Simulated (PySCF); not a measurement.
# Towards the basis-set limit for SiS−

One table from this session's results is given with a row withheld; the runs are named, their logs left out.

Program: PySCF 2.14.0. Level of theory: CCSD(T) on ROHF, no relativity in the base curves; scalar relativity is added as a correction. These are calculated values, not measurements.

2 further runs of the same task are left out: 2 set aside as unsound or not needed.

Set-up of the first run:

- molecule: SiS−
- state: doublet, unpaired electrons π ↑
- smaller basis: Si aug-cc-pV(D+d)Z, S aug-cc-pV(D+d)Z
- larger basis: Si aug-cc-pV(T+d)Z, S aug-cc-pV(T+d)Z
- frozen core orbitals: 10
- extrapolation: correlation as n⁻³ (n = 2, 3), Hartree–Fock as (n+1)·exp(−9√n)
- corrections: scalar relativity
- distances (Å): 1.7997, 1.8815, 1.9633, 2.0451, 2.1269, 2.2292, 2.3314
- masses (u): 27.9769, 31.9721
- dissociation limit: Si + S−

On the command line:

```console
> OMP_NUM_THREADS=4 python comp.py task.json out
```

Steps of the session up to this table: Coupled cluster at each distance.

One of the session's tables, all rows but one given; the rest of the session is left out.

Parts of the energy along the bond, in eV from Si + S−:

| R (Å) | HF/CBS | CCSD corr. | (T) | relativity |
| --- | --- | --- | --- | --- |
| 1.7997 | -2.609 | -1.048 | -0.1851 | 0.0062 |
| 1.8815 | -3.100 | -1.071 | -0.1993 | 0.0095 |
| 1.9633 | ? | ? | ? | ? |
| 2.0451 | -3.344 | -1.114 | -0.2314 | 0.0119 |
| 2.1269 | -3.234 | -1.136 | -0.2497 | 0.0118 |
| 2.2292 | -2.968 | -1.164 | -0.2745 | 0.0111 |
| 2.3314 | -2.616 | -1.192 | -0.3016 | 0.0099 |

Q: Estimate the row for R (Å) = 1.9633 from the others.

Worked estimate for «HF/CBS». A straight line through the neighbours (1.8815, -3.100) and (2.0451, -3.344) gives -3.100 + (-3.344 + 3.100) × (1.9633 − 1.8815) / (2.0451 − 1.8815) = -3.222; a parabola fitted to 4 rows on both sides gives -3.322.

As computed: HF/CBS: -3.319; CCSD corr.: -1.093; (T): -0.2147; relativity: 0.0112. In «HF/CBS» the line misses by +0.097 and the parabola by -0.003.

To keep in mind: Spin–orbit coupling, core–valence correlation and excitations beyond (T) are left out. An extrapolation from double and triple zeta is rough, so this isn't yet the limit.
